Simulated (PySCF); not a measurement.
Isomers of C3H5F2 (doublet state), one GFN2-xTB conformer each. Single-point energies are computed at B3LYP/pcH-1 (PySCF, gas phase, no added dispersion term), electronic only. GFN2-xTB treats the open shell by occupation alone, and not every SCF solution was tested for stability.

```
     SMILES  GFN2-xTB relative energy (kJ/mol)
  CC[C](F)F                                0.0
[CH2]CC(F)F                               32.1
```

Conformers: `[CH3:1][CH2:2][C:3]([F:4])[F:5]` (doublet state) with C1–C2–C3–F4 -68°; `[CH2:1][CH2:2][CH:3]([F:4])[F:5]` (doublet state) with H–C1–C2–C3 59° and -116°, C1–C2–C3–F4 -172°.

Task: What does B3LYP/pcH-1 give for the same structures?

Result: 
```tsv
SMILES	B3LYP/pcH-1 E (Eh)	B3LYP/pcH-1 (kJ/mol)	GFN2-xTB (kJ/mol)	point group
CC[C](F)F	-316.97762	0.0	0.0	Cs
[CH2]CC(F)F	-316.97255	13.3	32.1	C1
```

Both levels put the same isomer lowest. Neighbours under 21 kJ/mol apart (CC[C](F)F and [CH2]CC(F)F) can change places with a better method, another conformer or zero-point energy.

Task: As an exercise, what shares would exp(−E/RT) give at 2000 K from these electronic energies alone (no entropy, no degeneracies)?

Result: RT = 16.629 kJ/mol: CC[C](F)F 69.0 %, [CH2]CC(F)F 31.0 %.
